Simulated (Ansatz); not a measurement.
A displaced shape of singlet CH3F:

```xyz
5

C    -0.0144   -0.0467   -0.6295
F    -0.0296   -0.0257    0.7758
H     0.0243   -1.0750   -0.9768
H    -0.9243    0.5199   -1.0386
H     0.9044    0.4687   -1.0010
```

It was optimised with HF/def2-SVP in Ansatz (development build ahead of 0.2.0) to forces under 0.001 eV/Å, with restricted orbitals. Each step stands on the lowest determinant of that kind that the program's search found.

Question: What shape does it relax to, and how does the optimisation go?

Answer:

```xyz
5

C    -0.0069   -0.0324   -0.6278
F    -0.0319   -0.0155    0.7270
H    -0.0037   -1.0642   -0.9770
H    -0.8881    0.4795   -1.0126
H     0.8910    0.4739   -0.9797
```

Bond lengths: C1–F2 1.355 Å, C1–H3 1.089 Å, C1–H4 1.089 Å, C1–H5 1.089 Å. Angles: F2–C1–H3 109.4°, F2–C1–H4 109.4°, F2–C1–H5 109.4°, H3–C1–H4 109.5°, H3–C1–H5 109.5°, H4–C1–H5 109.5°.

```
step  E − E(start) (eV)  largest force (eV/Å)
   1             0.0000                2.0710
   2            -0.1280                0.6403
   3            -0.1379                0.2355
   4            -0.1384                0.0443
   5            -0.1385                0.0026
   6            -0.1385                0.0005
```

The optimisation ended after 6 steps with its threshold met.
